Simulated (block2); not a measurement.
**CH5Al (AlH2Me), step by step**

Wanted: the energy (singlet CH5Al, IC-NEVPT2(6,6)/6-31G), then a single-point energy (doublet CH5Al+, IC-NEVPT2(5,6)/6-31G), then a single-point energy (triplet CH5Al, IC-NEVPT2(6,6)/6-31G) of CH5Al. The job is set up through a Python script.

The calculation is run with block2 0.5.4.

## (1) The structure to begin with

CH5Al: 7 atoms, total charge 0, spin state singlet. As SMILES, `[H][Al]([H])[CH3]`. The shape comes from GFN2-xTB, which is rough for such elements, and wasn't checked as a minimum.

Bond lengths: Al1–C4 1.985 Å, Al1–H2 1.551 Å, Al1–H3 1.551 Å, C4–H5 1.097 Å, C4–H6 1.098 Å, C4–H7 1.098 Å. Angles: Al1–C4–H5 113.2°, Al1–C4–H6 112.2°, Al1–C4–H7 112.2°, H2–Al1–C4 123.8°, H3–Al1–C4 123.7°, H5–C4–H6 106.1°, H5–C4–H7 105.9°, H6–C4–H7 106.7°, H2–Al1–H3 112.5°.

## (2) The energy at IC-NEVPT2(6,6)/6-31G (run 1)

dmrgscf.py reads:

```python
import numpy as np
from pyscf import cc, gto, mcscf, scf
from pyblock2.icmr.icnevpt2_full import WickICNEVPT2

mol = gto.M(atom="""
Al     1.00578783     1.74984860    -0.00536682
H      3.92989335     1.94779741     0.07458749
H     -0.29683818     4.37586871    -0.06202081
C     -0.86322689    -1.50146300    -0.00519675
H     -1.09341443    -2.31272242    -1.89936373
H     -2.77646121    -1.30445905     0.77257673
H      0.09427844    -2.95485136     1.12476499
""", basis="6-31g", unit="bohr", spin=0, verbose=4)
print("basis functions         : %d" % (mol.nao))
mf = scf.RHF(mol)
mf.conv_tol = 1e-10
mf.max_cycle = 200
mf.kernel()
if not mf.converged:
    mf = mf.newton().run(mf.mo_coeff, mf.mo_occ)
print("E(SCF)                  : %.10f" % (mf.e_tot))
# CCSD natural orbitals
occ_no, mo = mcscf.addons.make_natural_orbitals(cc.CCSD(mf, frozen=6).run())
mf.mo_coeff = mo
mc = mcscf.CASSCF(mf, 6, 6)
mc.fcisolver.conv_tol = 1e-12
mc.fix_spin_(ss=0)
mc.max_cycle_macro = 50
mc.conv_tol = 1e-7
mc.canonicalization = True
mc.verbose = 4
mc.kernel(mf.mo_coeff)
print("CASSCF converged:", mc.converged)
print(f"E(CASSCF)               : {mc.e_tot:.10f}")
dm1 = mc.fcisolver.make_rdm1(mc.ci, 6, mc.nelecas)
print("NOONs                   :", np.round(np.linalg.eigvalsh(dm1)[::-1], 5).tolist())
post = WickICNEVPT2(mc).run()
print("E(PT2 correction)       : %.10f" % (post.e_tot - mc.e_tot))
print(f"E(final)                : {post.e_tot:.10f}")
```

Command:

```bash
python dmrgscf.py
```

The program printed:

```text
[INPUT] verbose = 4
[INPUT] num. atoms = 7
[INPUT] num. electrons = 24
[INPUT] charge = 0
[INPUT] spin (= nelec alpha-beta = 2S) = 0
[INPUT] symmetry False subgroup None
[INPUT] Mole.unit = bohr
[INPUT] Symbol           X                Y                Z      unit          X                Y                Z       unit  Magmom
[INPUT]  1 Al     0.532239998657   0.925980001680  -0.002839998839 AA    1.005787830000   1.749848600000  -0.005366820000 Bohr   0.0
[INPUT]  2 H      2.079610002166   1.030730000861   0.039469999928 AA    3.929893350000   1.947797410000   0.074587490000 Bohr   0.0
[INPUT]  3 H     -0.157080000187   2.315609999310  -0.032819999255 AA   -0.296838180000   4.375868710000  -0.062020810000 Bohr   0.0
[INPUT]  4 C     -0.456799998041  -0.794540002640  -0.002750001671 AA   -0.863226890000  -1.501463000000  -0.005196750000 Bohr   0.0
[INPUT]  5 H     -0.578609998447  -1.223839999848  -1.005100001164 AA   -1.093414430000  -2.312722420000  -1.899363730000 Bohr   0.0
[INPUT]  6 H     -1.469239999335  -0.690290001838   0.408829999203 AA   -2.776461210000  -1.304459050000   0.772576730000 Bohr   0.0
[INPUT]  7 H      0.049890001929  -1.563640001368   0.595200000349 AA    0.094278440000  -2.954851360000   1.124764990000 Bohr   0.0

nuclear repulsion = 50.2673558576417
number of shells = 22
number of NR pGTOs = 88
number of NR cGTOs = 32
basis = 6-31g
ecp = {}
CPU time:        17.10
basis functions         : 32

******** <class 'pyscf.scf.hf.RHF'> ********
method = RHF
initial guess = minao
damping factor = 0
level_shift factor = 0
DIIS = <class 'pyscf.scf.diis.CDIIS'>
diis_start_cycle = 1
diis_space = 8
diis_damp = 0
SCF conv_tol = 1e-10
SCF conv_tol_grad = None
SCF max_cycles = 200
direct_scf = True
direct_scf_tol = 1e-13
chkfile to save SCF result = tmp55c53qai
max_memory 1800 MB (current use 224 MB)
Set gradient conv threshold to 1e-05
Initial guess from minao.
init E= -282.397127045069
  HOMO = -0.305597314761926  LUMO = 0.00597133852093945  gap/eV = 8.47821
cycle= 1 E= -282.607016136648  delta_E= -0.21  |g|= 0.18  |ddm|=  1.9
  HOMO = -0.407446029077698  LUMO = 0.0400796933056635  gap/eV = 12.17780
cycle= 2 E= -282.622353275957  delta_E= -0.0153  |g|= 0.0437  |ddm|= 0.301
  HOMO = -0.414498452248473  LUMO = 0.0452199181413973  gap/eV = 12.50957
cycle= 3 E= -282.623485392947  delta_E= -0.00113  |g|= 0.0164  |ddm|= 0.0979
  HOMO = -0.410151246972466  LUMO = 0.0460240804137906  gap/eV = 12.41316
cycle= 4 E= -282.62357568274  delta_E= -9.03e-05  |g|= 0.0018  |ddm|= 0.0204
  HOMO = -0.410853710778231  LUMO = 0.0458117210631039  gap/eV = 12.42650
cycle= 5 E= -282.623577711932  delta_E= -2.03e-06  |g|= 0.000203  |ddm|= 0.00495
  HOMO = -0.41086386127578  LUMO = 0.0458402818658104  gap/eV = 12.42755
cycle= 6 E= -282.623577754694  delta_E= -4.28e-08  |g|= 4.88e-05  |ddm|= 0.000766
  HOMO = -0.41086510159607  LUMO = 0.045840393983549  gap/eV = 12.42759
cycle= 7 E= -282.623577757563  delta_E= -2.87e-09  |g|= 7.12e-06  |ddm|= 0.000234
  HOMO = -0.410864175093266  LUMO = 0.0458415735762694  gap/eV = 12.42760
cycle= 8 E= -282.623577757612  delta_E= -4.91e-11  |g|= 1.29e-06  |ddm|= 2.6e-05
  HOMO = -0.410864133916141  LUMO = 0.0458415761727351  gap/eV = 12.42760
Extra cycle  E= -282.623577757615  delta_E= -2.5e-12  |g|= 5.24e-07  |ddm|= 2.37e-06
converged SCF energy = -282.623577757615
E(SCF)                  : -282.6235777576

******** <class 'pyscf.cc.ccsd.CCSD'> ********
CC2 = 0
CCSD nocc = 6, nmo = 26
frozen orbitals 6
max_cycle = 50
direct = 0
conv_tol = 1e-07
conv_tol_normt = 1e-05
diis_space = 6
diis_start_cycle = 0
diis_start_energy_diff = 1e+09
max_memory 1800 MB (current use 229 MB)
Init t2, MP2 energy = -282.754711729484  E_corr(MP2) -0.131133971869873
Init E_corr(CCSD) = -0.131133971870026
cycle = 1  E_corr(CCSD) = -0.14953985511475  dE = -0.0184058832  norm(t1,t2) = 0.0415482
cycle = 2  E_corr(CCSD) = -0.155496500707289  dE = -0.00595664559  norm(t1,t2) = 0.0159688
cycle = 3  E_corr(CCSD) = -0.158930794119175  dE = -0.00343429341  norm(t1,t2) = 0.00702258
cycle = 4  E_corr(CCSD) = -0.158948240578233  dE = -1.74464591e-05  norm(t1,t2) = 0.000982675
cycle = 5  E_corr(CCSD) = -0.158909392218752  dE = 3.88483595e-05  norm(t1,t2) = 0.000316238
cycle = 6  E_corr(CCSD) = -0.158911873012714  dE = -2.48079396e-06  norm(t1,t2) = 7.71785e-05
cycle = 7  E_corr(CCSD) = -0.158912582883447  dE = -7.09870734e-07  norm(t1,t2) = 1.94812e-05
cycle = 8  E_corr(CCSD) = -0.158912553281202  dE = 2.96022458e-08  norm(t1,t2) = 6.69467e-06
CCSD converged
E(CCSD) = -282.7824903108958  E_corr = -0.1589125532812016
cycle = 1  norm(lambda1,lambda2) = 0.00596809
cycle = 2  norm(lambda1,lambda2) = 0.00140448
cycle = 3  norm(lambda1,lambda2) = 0.000578976
cycle = 4  norm(lambda1,lambda2) = 0.000114142
cycle = 5  norm(lambda1,lambda2) = 3.14034e-05
cycle = 6  norm(lambda1,lambda2) = 7.74718e-06

******** <class 'pyscf.mcscf.mc1step.CASSCF'> ********
CAS (3e+3e, 6o), ncore = 9, nvir = 17
max_cycle_macro = 50
max_cycle_micro = 4
conv_tol = 1e-07
conv_tol_grad = None
orbital rotation max_stepsize = 0.02
orbital rotation threshold for CI restart = 0.01
augmented hessian ah_max_cycle = 30
augmented hessian ah_conv_tol = 1e-12
augmented hessian ah_linear dependence = 1e-14
augmented hessian ah_level shift = 1e-08
augmented hessian ah_start_tol = 2.5
augmented hessian ah_start_cycle = 3
augmented hessian ah_grad_trust_region = 3
kf_trust_region = 3
kf_interval = 4
ci_response_space = 4
ci_grad_trust_region = 3
with_dep4 0
natorb = False
canonicalization = True
sorting_mo_energy = False
ao2mo_level = 2
chkfile = tmp55c53qai
max_memory 1800 MB (current use 230 MB)
internal_rotation = False
******** <class 'pyscf.fci.addons.SpinPenaltyFCISolver'> ********
max. cycles = 50
conv_tol = 1e-12
davidson only = True
linear dependence = 1e-12
level shift = 0.001
max iter space = 12
max_memory 1800 MB
nroots = 1
pspace_size = 400
spin = None
CASCI E = -282.647651471311  S^2 = 0.0000000
Set conv_tol_grad to 0.000316228
macro iter   1 ( 21 JK    4 micro), CASSCF E = -282.662465038565  dE = -1.48135673e-02  S^2 = 0.0000000
               |grad[o]|=0.0421  |grad[c]|=0.0283  |ddm|=0.0166  |maxRot[o]|=0.266
macro iter   2 ( 21 JK    4 micro), CASSCF E = -282.671306116213  dE = -8.84107765e-03  S^2 = 0.0000000
               |grad[o]|=0.0274  |grad[c]|=0.0221  |ddm|=0.0269  |maxRot[o]|=0.246
macro iter   3 ( 21 JK    4 micro), CASSCF E = -282.675715135597  dE = -4.40901938e-03  S^2 = 0.0000000
               |grad[o]|=0.018  |grad[c]|=0.0228  |ddm|=0.0298  |maxRot[o]|= 0.17
macro iter   4 ( 21 JK    4 micro), CASSCF E = -282.678436040236  dE = -2.72090464e-03  S^2 = 0.0000000
               |grad[o]|=0.0123  |grad[c]|=0.00916  |ddm|=0.0037  |maxRot[o]|=0.176
macro iter   5 ( 21 JK    4 micro), CASSCF E = -282.679910849230  dE = -1.47480899e-03  S^2 = 0.0000000
               |grad[o]|=0.00795  |grad[c]|=0.00783  |ddm|=0.0032  |maxRot[o]|=0.167
macro iter   6 ( 19 JK    4 micro), CASSCF E = -282.679992250199  dE = -8.14009688e-05  S^2 = 0.0000000
               |grad[o]|=0.00428  |grad[c]|=0.00917  |ddm|=0.00317  |maxRot[o]|=0.0211
macro iter   7 ( 18 JK    4 micro), CASSCF E = -282.680079018979  dE = -8.67687800e-05  S^2 = 0.0000000
               |grad[o]|=0.00411  |grad[c]|=0.00693  |ddm|=0.00185  |maxRot[o]|= 0.02
macro iter   8 ( 11 JK    4 micro), CASSCF E = -282.680229919850  dE = -1.50900871e-04  S^2 = 0.0000000
               |grad[o]|=0.00331  |grad[c]|=0.00357  |ddm|=0.00114  |maxRot[o]|=0.0422
macro iter   9 ( 11 JK    4 micro), CASSCF E = -282.680285923499  dE = -5.60036491e-05  S^2 = 0.0000000
               |grad[o]|=0.0019  |grad[c]|=0.00146  |ddm|=0.00047  |maxRot[o]|=0.0336
macro iter  10 (  6 JK    2 micro), CASSCF E = -282.680291441491  dE = -5.51799172e-06  S^2 = 0.0000000
               |grad[o]|=0.000651  |grad[c]|=0.000161  |ddm|=0.000153  |maxRot[o]|=0.0112
macro iter  11 (  3 JK    1 micro), CASSCF E = -282.680291488124  dE = -4.66336587e-08  S^2 = 0.0000000
               |grad[o]|=6.61e-05  |grad[c]|=7.53e-05  |ddm|=2.63e-05  |maxRot[o]|=0.00101
1-step CASSCF converged in  11 macro (173 JK  39 micro) steps
CASSCF canonicalization
Density matrix diagonal elements [1.98166878 1.97740085 1.97768471 0.02187369 0.0214169  0.01995508]
CASSCF energy = -282.680291488124
CASCI E = -282.680291488124  E(CI) = -10.0364825503068  S^2 = 0.0000000
CASSCF converged: True
E(CASSCF)               : -282.6802914881
NOONs                   : [1.98217, 1.9774, 1.97723, 0.02186, 0.0214, 0.01993]
Density matrix diagonal elements [1.98166878 1.97740085 1.97768471 0.02187369 0.0214169  0.01995508]
E(WickICNEVPT2-ijrs) =    -0.03848857115340
E(WickICNEVPT2- rsi) =    -0.00811421785722
E(WickICNEVPT2- ijr) =    -0.00267839063141
E(WickICNEVPT2-  rs) =    -0.00874894114467
E(WickICNEVPT2-  ij) =    -0.00062694186708
E(WickICNEVPT2-  ir) =    -0.01531222715442
E(WickICNEVPT2-   r) =    -0.00883750533442
E(WickICNEVPT2-   i) =    -0.00063189017039
E(WickICNEVPT2) = -282.7637301734372  E_corr_pt = -0.08343868531299935
Timings = pdms =    0.14 | eris =    0.01 | ijrs =    0.10 | rsi =    0.04 | ijr =    0.02 | rs =    0.04 | ij =    0.07 | ir =    0.09 | r =    0.16 | i =    0.13 | total =    0.81
E(PT2 correction)       : -0.0834386853
E(final)                : -282.7637301734
```

Run time: 21 s. Hardware: 1 thread of Arm Neoverse V2, shared host; peak memory 0.28 GiB.

## (3) The doublet cation: a single-point energy at IC-NEVPT2(5,6)/6-31G (run 2)

dmrgscf.py reads:

```python
import numpy as np
from pyscf import cc, gto, mcscf, scf
from pyblock2.icmr.icnevpt2_full import WickICNEVPT2

mol = gto.M(atom=[
    ("Al", (0.532240, 0.925980, -0.002840)),
    ("H", (2.079610, 1.030730, 0.039470)),
    ("H", (-0.157080, 2.315610, -0.032820)),
    ("C", (-0.456800, -0.794540, -0.002750)),
    ("H", (-0.578610, -1.223840, -1.005100)),
    ("H", (-1.469240, -0.690290, 0.408830)),
    ("H", (0.049890, -1.563640, 0.595200)),
], basis="6-31g", charge=1, spin=1, verbose=3, max_memory=2000)
print("basis functions = %d" % (mol.nao))
mf = scf.ROHF(mol)
mf.conv_tol = 1e-10
mf.max_cycle = 200
mf.kernel()
if not mf.converged:
    mf = mf.newton().run(mf.mo_coeff, mf.mo_occ)
print(f"SCF energy = {mf.e_tot:.10f}")
occ_no, mo = mcscf.addons.make_natural_orbitals(cc.CCSD(mf.to_uhf(), frozen=6).run())
mf.mo_coeff = mo
mc = mcscf.CASSCF(mf, 6, 5)
mc.fcisolver.conv_tol = 1e-12
mc.fix_spin_(ss=0.75)
mc.max_cycle_macro = 50
mc.conv_tol = 1e-7
mc.canonicalization = True
mc.verbose = 4
mc.kernel(mf.mo_coeff)
print("CASSCF converged:", mc.converged)
print("E(CASSCF) = %.10f" % (mc.e_tot))
dm1 = mc.fcisolver.make_rdm1(mc.ci, 6, mc.nelecas)
print("natural occupations =", np.round(np.linalg.eigvalsh(dm1)[::-1], 5).tolist())
post = WickICNEVPT2(mc).run()
print("second-order correction = %.10f" % (post.e_tot - mc.e_tot))
print("E(final) = %.10f" % (post.e_tot))
```

Command:

```bash
python dmrgscf.py
```

The program printed:

```text
basis functions = 32
converged SCF energy = -282.258637606706
SCF energy = -282.2586376067
E(UCCSD) = -282.4087949728404  E_corr = -0.1501573661343249

******** <class 'pyscf.mcscf.mc1step.CASSCF'> ********
CAS (3e+2e, 6o), ncore = 9, nvir = 17
max_cycle_macro = 50
max_cycle_micro = 4
conv_tol = 1e-07
conv_tol_grad = None
orbital rotation max_stepsize = 0.02
orbital rotation threshold for CI restart = 0.01
augmented hessian ah_max_cycle = 30
augmented hessian ah_conv_tol = 1e-12
augmented hessian ah_linear dependence = 1e-14
augmented hessian ah_level shift = 1e-08
augmented hessian ah_start_tol = 2.5
augmented hessian ah_start_cycle = 3
augmented hessian ah_grad_trust_region = 3
kf_trust_region = 3
kf_interval = 4
ci_response_space = 4
ci_grad_trust_region = 3
with_dep4 0
natorb = False
canonicalization = True
sorting_mo_energy = False
ao2mo_level = 2
chkfile = tmp7d8anwlq
max_memory 2000 MB (current use 147 MB)
internal_rotation = False
******** <class 'pyscf.fci.addons.SpinPenaltyFCISolver'> ********
max. cycles = 50
conv_tol = 1e-12
davidson only = True
linear dependence = 1e-12
level shift = 0.001
max iter space = 12
max_memory 2000 MB
nroots = 1
pspace_size = 400
spin = None
CASCI E = -282.286680688530  S^2 = 0.7500000
Set conv_tol_grad to 0.000316228
macro iter   1 ( 21 JK    4 micro), CASSCF E = -282.294499316744  dE = -7.81862821e-03  S^2 = 0.7500000
               |grad[o]|=0.0337  |grad[c]|=0.0103  |ddm|=0.0132  |maxRot[o]|=0.314
macro iter   2 ( 21 JK    4 micro), CASSCF E = -282.295226607473  dE = -7.27290728e-04  S^2 = 0.7500000
               |grad[o]|=0.00988  |grad[c]|=0.00464  |ddm|=0.00244  |maxRot[o]|=0.314
macro iter   3 ( 21 JK    4 micro), CASSCF E = -282.296173556011  dE = -9.46948539e-04  S^2 = 0.7500000
               |grad[o]|=0.00512  |grad[c]|=0.00512  |ddm|=0.00925  |maxRot[o]|=0.314
macro iter   4 ( 21 JK    4 micro), CASSCF E = -282.297626787038  dE = -1.45323103e-03  S^2 = 0.7500000
               |grad[o]|=0.00426  |grad[c]|=0.00568  |ddm|=0.0145  |maxRot[o]|=0.314
macro iter   5 ( 21 JK    4 micro), CASSCF E = -282.299180176708  dE = -1.55338967e-03  S^2 = 0.7500000
               |grad[o]|=0.00477  |grad[c]|=0.00484  |ddm|=0.0148  |maxRot[o]|=0.314
macro iter   6 ( 18 JK    4 micro), CASSCF E = -282.299757040232  dE = -5.76863525e-04  S^2 = 0.7500000
               |grad[o]|=0.00418  |grad[c]|=0.00263  |ddm|=0.00582  |maxRot[o]|=0.253
macro iter   7 (  5 JK    2 micro), CASSCF E = -282.299757174809  dE = -1.34576737e-07  S^2 = 0.7500000
               |grad[o]|=0.000257  |grad[c]|=2.99e-05  |ddm|=6.54e-05  |maxRot[o]|=0.0021
macro iter   8 (  1 JK    1 micro), CASSCF E = -282.299757174809  dE =  0.00000000e+00  S^2 = 0.7500000
               |grad[o]|=2.32e-05  |grad[c]|=9.13e-07  |ddm|=    0  |maxRot[o]|=    0
1-step CASSCF converged in   8 macro (129 JK  27 micro) steps
CASSCF canonicalization
Density matrix diagonal elements [1.9681634  1.9501121  1.00850301 0.04074918 0.02517383 0.00729847]
CASSCF energy = -282.299757174809
CASCI E = -282.299757174809  E(CI) = -6.56076928615465  S^2 = 0.7500000
CASSCF converged: True
E(CASSCF) = -282.2997571748
natural occupations = [1.9692, 1.95012, 1.00764, 0.04065, 0.02517, 0.00721]
E(WickICNEVPT2-ijrs) =    -0.05811919015318
E(WickICNEVPT2- rsi) =    -0.01118092021034
E(WickICNEVPT2- ijr) =    -0.00590359959066
E(WickICNEVPT2-  rs) =    -0.00404561896419
E(WickICNEVPT2-  ij) =    -0.00122650029650
E(WickICNEVPT2-  ir) =    -0.01144474036223
E(WickICNEVPT2-   r) =    -0.00244347679381
E(WickICNEVPT2-   i) =    -0.00094539875018
E(WickICNEVPT2) = -282.39506661993  E_corr_pt = -0.09530944512108844
Timings = pdms =    0.13 | eris =    0.01 | ijrs =    0.10 | rsi =    0.04 | ijr =    0.02 | rs =    0.04 | ij =    0.07 | ir =    0.09 | r =    0.16 | i =    0.13 | total =    0.81
second-order correction = -0.0953094451
E(final) = -282.3950666199
```

Wall time 31 s (1 thread of Arm Neoverse V2, shared host); peak memory 0.21 GiB.

## (4) The triplet: a single-point energy at IC-NEVPT2(6,6)/6-31G (run 3)

dmrgscf.py reads:

```python
import numpy as np
from pyscf import cc, gto, mcscf, scf
from pyblock2.icmr.icnevpt2_full import WickICNEVPT2

geom = [
    ("Al", (0.532240, 0.925980, -0.002840)),
    ("H", (2.079610, 1.030730, 0.039470)),
    ("H", (-0.157080, 2.315610, -0.032820)),
    ("C", (-0.456800, -0.794540, -0.002750)),
    ("H", (-0.578610, -1.223840, -1.005100)),
    ("H", (-1.469240, -0.690290, 0.408830)),
    ("H", (0.049890, -1.563640, 0.595200)),
]
mol = gto.M(
    atom=geom,
    basis="6-31g",
    charge=0,
    spin=2,
    verbose=3,
    max_memory=2000,
)
print("basis functions                = %d" % (mol.nao))
mf = scf.ROHF(mol)
mf.conv_tol = 1e-10
mf.max_cycle = 200
mf.kernel()
if not mf.converged:
    mf = mf.newton().run(mf.mo_coeff, mf.mo_occ)
print("reference energy               = %.10f" % (mf.e_tot))
occ_no, mo = mcscf.addons.make_natural_orbitals(cc.CCSD(mf.to_uhf(), frozen=6).run())
mf.mo_coeff = mo
mc = mcscf.CASSCF(mf, 6, 6)
mc.fcisolver.conv_tol = 1e-12
mc.fix_spin_(ss=2)
mc.max_cycle_macro = 50
mc.conv_tol = 1e-7
mc.canonicalization = True
mc.verbose = 4
mc.kernel(mf.mo_coeff)
print("CASSCF converged:", mc.converged)
print("CASSCF energy                  = %.10f" % (mc.e_tot))
dm1 = mc.fcisolver.make_rdm1(mc.ci, 6, mc.nelecas)
print("NOONs                          =", np.round(np.linalg.eigvalsh(dm1)[::-1], 5).tolist())
post = WickICNEVPT2(mc).run()
print("second-order correction        = %.10f" % (post.e_tot - mc.e_tot))
print("E(final)                       = %.10f" % (post.e_tot))
```

Command:

```bash
python dmrgscf.py
```

The program printed:

```text
basis functions                = 32
converged SCF energy = -282.433236984163
reference energy               = -282.4332369842
E(UCCSD) = -282.5920321995578  E_corr = -0.1587952153946776

******** <class 'pyscf.mcscf.mc1step.CASSCF'> ********
CAS (4e+2e, 6o), ncore = 9, nvir = 17
max_cycle_macro = 50
max_cycle_micro = 4
conv_tol = 1e-07
conv_tol_grad = None
orbital rotation max_stepsize = 0.02
orbital rotation threshold for CI restart = 0.01
augmented hessian ah_max_cycle = 30
augmented hessian ah_conv_tol = 1e-12
augmented hessian ah_linear dependence = 1e-14
augmented hessian ah_level shift = 1e-08
augmented hessian ah_start_tol = 2.5
augmented hessian ah_start_cycle = 3
augmented hessian ah_grad_trust_region = 3
kf_trust_region = 3
kf_interval = 4
ci_response_space = 4
ci_grad_trust_region = 3
with_dep4 0
natorb = False
canonicalization = True
sorting_mo_energy = False
ao2mo_level = 2
chkfile = tmp80nl7gqy
max_memory 2000 MB (current use 246 MB)
internal_rotation = False
******** <class 'pyscf.fci.addons.SpinPenaltyFCISolver'> ********
max. cycles = 50
conv_tol = 1e-12
davidson only = True
linear dependence = 1e-12
level shift = 0.001
max iter space = 12
max_memory 2000 MB
nroots = 1
pspace_size = 400
spin = None
CASCI E = -282.461459477942  S^2 = 2.0000000
Set conv_tol_grad to 0.000316228
macro iter   1 ( 21 JK    4 micro), CASSCF E = -282.470090179549  dE = -8.63070161e-03  S^2 = 2.0000000
               |grad[o]|=0.0339  |grad[c]|=0.0105  |ddm|=0.0143  |maxRot[o]|=0.314
macro iter   2 ( 17 JK    4 micro), CASSCF E = -282.471606404172  dE = -1.51622462e-03  S^2 = 2.0000000
               |grad[o]|=0.0147  |grad[c]|=0.00206  |ddm|=0.0111  |maxRot[o]|=0.184
macro iter   3 (  6 JK    2 micro), CASSCF E = -282.471607023601  dE = -6.19428477e-07  S^2 = 2.0000000
               |grad[o]|=0.000326  |grad[c]|=4.24e-05  |ddm|=0.000141  |maxRot[o]|=0.00252
macro iter   4 (  1 JK    1 micro), CASSCF E = -282.471607023601  dE =  0.00000000e+00  S^2 = 2.0000000
               |grad[o]|=1.83e-05  |grad[c]|=6.54e-07  |ddm|=    0  |maxRot[o]|=    0
1-step CASSCF converged in   4 macro ( 45 JK  11 micro) steps
CASSCF canonicalization
Density matrix diagonal elements [1.95885426 1.95088412 1.01746381 1.00000001 0.04740694 0.02539087]
CASSCF energy = -282.471607023601
CASCI E = -282.471607023601  E(CI) = -6.79755872850757  S^2 = 2.0000000
CASSCF converged: True
CASSCF energy                  = -282.4716070236
NOONs                          = [1.96938, 1.95099, 1.0072, 1.0, 0.04714, 0.02529]
E(WickICNEVPT2-ijrs) =    -0.05971762207907
E(WickICNEVPT2- rsi) =    -0.01571129992032
E(WickICNEVPT2- ijr) =    -0.00509815461772
E(WickICNEVPT2-  rs) =    -0.00645334746901
E(WickICNEVPT2-  ij) =    -0.00043857750281
E(WickICNEVPT2-  ir) =    -0.00746809410865
E(WickICNEVPT2-   r) =    -0.00671937308842
E(WickICNEVPT2-   i) =    -0.00043354439765
E(WickICNEVPT2) = -282.5736470367845  E_corr_pt = -0.102040013183658
Timings = pdms =    0.13 | eris =    0.01 | ijrs =    0.10 | rsi =    0.04 | ijr =    0.02 | rs =    0.04 | ij =    0.07 | ir =    0.09 | r =    0.16 | i =    0.13 | total =    0.80
second-order correction        = -0.1020400132
E(final)                       = -282.5736470368
```

Wall time 20 s (1 thread of Arm Neoverse V2, shared host); peak memory 0.28 GiB.

## (5) Summary of results

| quantity | value |
| --- | --- |
| run 1, IC-NEVPT2(6,6)/6-31G: total energy | -282.76373 Eh |
| doublet cation: total energy | -282.39507 Eh |
| triplet: total energy | -282.57365 Eh |
